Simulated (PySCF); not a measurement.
Ionisation energies (eV) were calculated with PySCF 2.14 by MP2 (valence), PBE0, UHF, in another order, as differences of total energies without spin-orbit coupling. The measured values are between term centres (NIST).

| species | measured | A | B | C |
| --- | --- | --- | --- | --- |
| He (dyall-acv3z, non-relativistic) | 24.587 | 24.448 | 23.448 | 24.377 |
| B (dyall-acv3z, non-relativistic) | 8.297 | 8.647 | 8.042 | 8.267 |
| C (dyall-acv3z, non-relativistic) | 11.262 | 11.515 | 10.801 | 11.254 |
| N (dyall-acv3z, non-relativistic) | 14.545 | 14.704 | 13.896 | 14.586 |
| O (dyall-acv3z, non-relativistic) | 13.608 | 13.844 | 12.020 | 13.337 |
| Al⁺ (dyall-acv3z, non-relativistic) | 18.829 | 18.652 | 17.520 | 18.305 |
| Al (dyall-acv3z, non-relativistic) | 5.977 | 6.098 | 5.609 | 5.836 |
| S (dyall-acv3z, non-relativistic) | 10.336 | 10.405 | 9.237 | 10.012 |

Task: Which column is which method?

Result: A is PBE0 (mean error 0.11 eV); B is UHF (mean error -0.86 eV); C is MP2 (valence) (mean error -0.18 eV). PBE0, with a quarter of exact exchange, lies close to experiment on average. Hartree-Fock lacks the correlation of the electron removed and comes out lowest. Valence MP2 in a finite basis recovers only part of the missing correlation, so it stays below experiment on average.
